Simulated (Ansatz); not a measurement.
**Worked example: B–CH2, quartet against B–CH$_{2}$, doublet**

Geometry (PBE0/def2-TZVP stationary point of a doublet), kept for both states (B–CH2, doublet: A1; B–CH2, quartet: A2):

```yaml
atoms:
  - { symbol: B, position_ang: [0.0000, 0.0000, 0.8265] }
  - { symbol: C, position_ang: [0.0000, 0.0000, -0.5553] }
  - { symbol: H, position_ang: [0.0000, -0.9252, -1.1237] }
  - { symbol: H, position_ang: [0.0000, 0.9252, -1.1237] }
```

Basis cc-pVDZ; Ansatz 0.2.0. Only valence electrons are correlated (noble-gas cores frozen). R marks a restricted (for open shells ROHF) determinant, U an unrestricted one.

Full CI isn't at hand for all of this; RCCSDTQ serves as the reference, and is uncertain by about the last step of the cluster series. The frozen core follows each run's orbitals, which can shift R against U totals by a few meV.

Unrestricted rows (U, and Kohn–Sham where it breaks symmetry) aren't spin-pure: their determinants' ⟨S²⟩ exceeds S(S+1) by up to 0.17, so they mix in states of higher spin.

| level | E(B–CH2, doublet) (hartree) | E(B–CH2, quartet) (hartree) |
| --- | --- | --- |
| UHF | -63.585564 | -63.536677 |
| UMP2 | -63.762837 | -63.685128 |
| UCCSD(T) | -63.801287 | -63.715432 |
| PBE | -63.900450 | -63.812482 |
| r2SCAN | -63.960503 | -63.881264 |
| RCCSDTQ | -63.803005 | -63.716312 |

Question: Give the vertical gap, B–CH2 quartet less B–CH2 doublet, at each level in eV (1 hartree = 27.2114 eV), and each error against RCCSDTQ.

Answer: RCCSDTQ: (-63.716312 − (-63.803005)) × 27.2114 = 2.359 eV (the reference)
r2SCAN: (-63.881264 − (-63.960503)) × 27.2114 = 2.156 eV, error -0.203 eV
PBE: (-63.812482 − (-63.900450)) × 27.2114 = 2.394 eV, error 0.035 eV
UCCSD(T): (-63.715432 − (-63.801287)) × 27.2114 = 2.336 eV, error -0.023 eV
UMP2: (-63.685128 − (-63.762837)) × 27.2114 = 2.115 eV, error -0.244 eV
UHF: (-63.536677 − (-63.585564)) × 27.2114 = 1.330 eV, error -1.029 eV

Total energies of functionals can't be set beside those of wave-function methods, since they hold the core's correlation and their own absolute errors; only the differences compare.

In so small a basis the reference is far from its limit while semilocal and hybrid functionals are nearer theirs, so the functionals' errors here hold much of the reference's basis and frozen-core error, which can add to them or hide them.

Each level lands on the state that its own search finds. T1 diagnostics of restricted CCSD: 0.025 and 0.015.
